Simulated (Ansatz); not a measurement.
**[H···H···SiH3], doublet: transfer scan**

Starting geometry:

```xyz
6

H    -2.4285    0.0000    0.0000
H    -1.6835    0.0000    0.0000
Si    0.0895    0.0000    0.0000
H     0.5395   -1.4163    0.0000
H     0.5395    0.7081   -1.2265
H     0.5395    0.7081    1.2265
```

From there H2 is moved from one fragment to the other while all else, the fragments' distance too, stays fixed; atoms are numbered as listed. Energies are in kJ/mol, counted from the starting geometry at the same level. Kohn–Sham curves are unrestricted where that lies lower.

Basis 6-31G; Ansatz 0.2.0. Only valence electrons are correlated (noble-gas cores frozen).

In so small a basis the reference is far from its limit while semilocal and hybrid functionals are nearer theirs (RPA and double hybrids share much of the reference's basis error), so the functionals' errors here hold much of the reference's basis and frozen-core error, which can add to them or hide them.

Full CI is exact within this basis and frozen core; it isn't the basis-set limit.

| distance H1-H2 (Å) | full CI | PBE | r2SCAN | PBE0 | B3LYP | r2SCANh | CAM-B3LYP | wB97M-V | B2PLYP | RPA-PBE |
| --- | --- | --- | --- | --- | --- | --- | --- | --- | --- | --- |
| 0.693 | 4.3 | 9.3 | 8.2 | 7.9 | 7.4 | 7.8 | 7.4 | 6.6 | 5.8 | 4.6 |
| 0.745 | 0.0 | 0.0 | 0.0 | 0.0 | 0.0 | 0.0 | 0.0 | 0.0 | 0.0 | 0.0 |
| 0.793 | 2.1 | -1.9 | -1.2 | -0.9 | -0.4 | -0.9 | -0.4 | 0.3 | 0.8 | 2.0 |
| 0.840 | 7.2 | 0.3 | 1.2 | 2.0 | 2.8 | 1.8 | 2.7 | 4.1 | 4.8 | 7.2 |
| 0.888 | 13.8 | 5.0 | 5.8 | 7.0 | 8.2 | 6.5 | 7.9 | 10.0 | 10.6 | 14.2 |
| 0.935 | 20.6 | 11.4 | 11.7 | 13.2 | 14.6 | 12.4 | 13.9 | 16.8 | 16.9 | 21.7 |
| 0.983 | 27.6 | 19.4 | 18.8 | 20.4 | 22.2 | 19.2 | 20.8 | 24.3 | 23.7 | 29.6 |
| 1.030 | 34.9 | 28.7 | 26.9 | 28.8 | 30.7 | 27.2 | 28.6 | 32.6 | 31.3 | 37.9 |
| 1.078 | 43.7 | 40.4 | 37.3 | 39.3 | 41.3 | 37.2 | 38.3 | 42.6 | 40.6 | 47.7 |
